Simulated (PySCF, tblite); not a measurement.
Compound: C4H9PS.
Atom-mapped SMILES: `[CH2:1]1[CH2:2][S:3][CH2:4][CH2:5][PH:6]1` (hydrogens: H7, H8 on C1; H9, H10 on C2; H11, H12 on C4; H13, H14 on C5; H15 on P6)

Geometry (GFN2-xTB, Å), atoms numbered from 1 in this order:
```xyz
15
C4H9PS angstrom
C     -1.3245    0.8818   -0.2469
C     -1.4553   -0.6146   -0.4683
S     -0.1587   -1.2744   -1.5602
C      1.2704   -0.9335   -0.4877
C      1.4908    0.5524   -0.2672
P      0.1723    1.4179    0.7241
H     -1.2946    1.4040   -1.2084
H     -2.2017    1.2462    0.2979
H     -1.4089   -1.1638    0.4750
H     -2.3950   -0.8500   -0.9691
H      2.1239   -1.3772   -1.0012
H      1.1115   -1.4583    0.4573
H      2.4350    0.7052    0.2659
H      1.5682    1.0687   -1.2292
H      0.0619    0.4037    1.6902
```

Method used: CAM-B3LYP/def2-SVPD in PySCF (dipole) on a GFN2-xTB geometry, gas phase.

Masses are those of the commonest isotopes; rigid-rotor values at the optimised geometry. The values belong to one conformer with, in the numbering `[CH2:1]1[CH2:2][S:3][CH2:4][CH2:5][PH:6]1`, P6–C1–C2–S3 -67°, C1–C2–S3–C4 65°, C2–S3–C4–C5 -65°, S3–C4–C5–P6 67°.

(1) Give the principal moments of inertia and the rotational constants in MHz.

(2) Classify the top.

(3) Is it planar, by Δ = Ic − Ia − Ib?

(4) Give the other two planar moments, Paa and Pbb, and the rms extents of the mass along the axes.

(5) List the rotational levels J(Ka,Kc) to J = 4 (K).

(6) Which types of transition are allowed, and where do some lines up to J = 3 fall?

(7) Estimate the classical rotational partition function at 10 K, 200 K and 500 K.

Answers

(1) Ia = 139.99, Ib = 245.95, Ic = 350.43 u·Å²; 505379 MHz·u·Å²/I gives A = 3610, B = 2055, C = 1442 MHz.

(2) An asymmetric top: κ = (2 × 2055 − 3610 − 1442)/(3610 − 1442) = -0.43.

(3) Not planar: Δ = Ic − Ia − Ib = -35.51 u·Å². For a rigid frame Δ = −2 Σ m c², so Σ m c² = 17.76 u·Å² lies off the ab plane: 10.51 from hydrogen and 7.25 from heavier atoms. The atom farthest from that plane is 1.48 Å away.

(4) Paa = Σ m a² = (Ib + Ic − Ia)/2 = 228.20 and Pbb = Σ m b² = (Ia + Ic − Ib)/2 = 122.24 u·Å². With the mass M = 120.02 u, the rms extents √(P/M) along a, b and c are 1.38, 1.01, 0.38 Å.

(5) Above 0(0,0), as E/k:
J = 1: 1(0,1) 0.168, 1(1,1) 0.242, 1(1,0) 0.272
J = 2: 2(0,2) 0.496, 2(1,2) 0.549, 2(1,1) 0.637, 2(2,1) 0.861, 2(2,0) 0.868
J = 3: 3(0,3) 0.974, 3(1,3) 1.004, 3(1,2) 1.179, 3(2,2) 1.364, 3(2,1) 1.398, 3(3,1) 1.815, 3(3,0) 1.816
J = 4: 4(0,4) 1.590, 4(1,4) 1.605, 4(1,3) 1.892, 4(2,3) 2.030, 4(2,2) 2.118, 4(3,2) 2.498, 4(3,1) 2.505, 4(4,1) 3.113, 4(4,0) 3.113
The levels of one J sum to (2J + 1)J(J + 1)(A + B + C)/3.

(6) The dipole components are |μa| = 0.33 D, |μb| = 0.00 D, |μc| = 0.72 D; the mirror of this Cs structure is the ac plane, so μb vanishes by symmetry and there are no b-type lines. Intensities carry the squares of the components, which stand as 0.21 : 1.00 (a : c). Some lines, for components of 0.1 D or more:

```csv
type,branch,"J(Ka,Kc)",MHz,lower level (cm⁻¹)
a,Q,"1(1,0) ← 1(1,1)",613,0.169
c,Q,"3(1,3) ← 3(0,3)",632,0.677
a,Q,"3(2,1) ← 3(2,2)",692,0.948
c,Q,"2(1,2) ← 2(0,2)",1091,0.345
c,Q,"1(1,1) ← 1(0,1)",1555,0.117
a,Q,"2(1,1) ← 2(1,2)",1838,0.381
a,R,"1(0,1) ← 0(0,0)",3497,0.000
a,Q,"3(1,2) ← 3(1,3)",3653,0.698
c,R,"1(1,0) ← 0(0,0)",5665,0.000
a,R,"2(1,2) ← 1(1,1)",6381,0.169
a,R,"2(0,2) ← 1(0,1)",6846,0.117
c,Q,"3(3,1) ← 3(2,1)",8700,0.971
a,R,"3(1,3) ← 2(1,2)",9488,0.381
c,R,"2(1,1) ← 1(0,1)",9774,0.117
a,R,"3(0,3) ← 2(0,2)",9947,0.345
a,R,"3(2,2) ← 2(2,1)",10491,0.598
a,R,"3(2,1) ← 2(2,0)",11034,0.603
a,R,"3(1,2) ← 2(1,1)",11303,0.443
c,R,"3(1,2) ← 2(0,2)",14232,0.345
c,R,"3(2,1) ← 2(1,1)",15848,0.443
c,R,"3(2,2) ← 2(1,2)",16994,0.381
c,R,"3(3,0) ← 2(2,0)",19757,0.603
```

(7) Point group Cs, symmetry number σ = 1; q = (√π/σ)·√((kT/h)³/(ABC)), k/h = 20836.6 MHz/K: 1630 at 10 K, 146000 at 200 K, 576000 at 500 K.

Its GFN2-xTB frequencies are all real (lowest 140 cm⁻¹). These are rigid-rotor constants of the computed structure; measured ground-state constants (B0) also hold zero-point vibration.
